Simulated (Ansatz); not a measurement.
The input, for Ansatz 0.2.0:

```yaml
crystal:
  periodic: [false, false, false]
  atoms:
    - {symbol: B, position_ang: [0.084376, 0.005225, 1.254198]}
    - {symbol: C, position_ang: [-0.080498, 0.013599, -0.087608]}
    - {symbol: H, position_ang: [-0.003878, -0.018825, -1.166590]}
basis:
  gaussian: {orbitals: 6-31G}
magnetization: {spin_polarized: false, initial_magnetization: 2}
correlation: {active_space: {window: {electrons: 4, orbitals: 4}, places: [1, 2]}}
```

```sh
$ ansatz run in.yaml --threads 1 --pin off --events-out ev --progress --plain --max-ram 2393MiB
```

What does the program do with this input?

Refused. The input was made wrong on purpose (two definitions of the active space), so the run isn't a sound calculation of what was asked.
```
Error: invalid value for `correlation.active_space`: name one of window, places and ras
```
